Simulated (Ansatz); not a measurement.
A nudged elastic band was laid between two geometries of AlH$_{5}$OS (8 atoms, charge 0, multiplicity 1).

All numbers below come from Ansatz, RKS B3LYP/def2-SVP.

```json
{"movable images": "5", "climbing image": "yes", "spring": "5.0 eV/Å²", "optimiser": "quadratic models (default)", "start path": "through a guess of the saddle point", "force threshold": "0.05 eV/Å", "iteration limit": "60", "end points": "relaxed"}
```

Image 0:

```xyz
8
Properties=species:S:1:pos:R:3
Al -0.026 0.027 0.245
O -0.231 -0.607 1.846
H -1.049 -1.026 2.129
H 1.472 0.071 -0.274
H -1.280 0.045 -0.733
S -0.044 2.599 1.098
H 1.300 2.674 1.238
H -0.211 2.090 2.342
```

Image 6:

```xyz
8
Properties=species:S:1:pos:R:3
Al 0.085 0.512 0.137
O -0.275 -0.138 2.026
H -1.069 -0.670 2.195
H 1.520 -0.056 -0.215
H -1.244 0.021 -0.583
S -0.013 2.671 0.823
H 1.318 2.807 1.031
H -0.391 0.726 2.476
```

Problem. Which bonds break or form, and what moves?

Solution. Bonds broken: S6–H8. Bonds formed: O2–H8.

Problem. What energy profile does the band end with?

Solution. The run converged. The highest image is number 3 of 0 to 6, 0.195 eV above the first end and 0.510 eV above the last; the last end lies 0.314 eV below the first. A vibrational analysis at the climbing image gives one clearly imaginary mode, 849i cm⁻¹: a first-order saddle point. The orbitals stay closed-shell, which can raise the energy where a bond breaks towards radicals; this wasn't checked here.

```csv
image,path coordinate (Å),energy (eV),S6–H8 (Å),O2–H8 (Å)
0,0.00,0.000,1.36,2.74
1,0.40,0.013,1.36,2.29
2,0.80,0.068,1.39,1.84
3,1.20,0.195,1.56,1.37
4,1.56,-0.122,1.94,1.06
5,1.92,-0.291,2.32,0.99
6,2.29,-0.314,2.58,0.98
```

Problem. What is the geometry of the highest image?

Solution. 
```xyz
8
Properties=species:S:1:pos:R:3
Al 0.041 0.265 0.144
O -0.238 -0.131 1.921
H -0.951 -0.681 2.274
H 1.528 0.011 -0.331
H -1.247 0.038 -0.751
S -0.106 2.517 1.162
H 1.213 2.620 1.452
H -0.308 1.233 2.020
```

Problem. What are the harmonic wavenumbers there?

Solution. 849i, 287, 293, 341, 425, 491, 537, 587, 648, 694, 770, 826, 1227, 1440, 1931, 1946, 2673, 3845 cm⁻¹.

The run took 63 s on 1 thread of AMD EPYC 9R45 96-Core Processor (Zen 5) (shared host), peak memory 0.18 GiB.
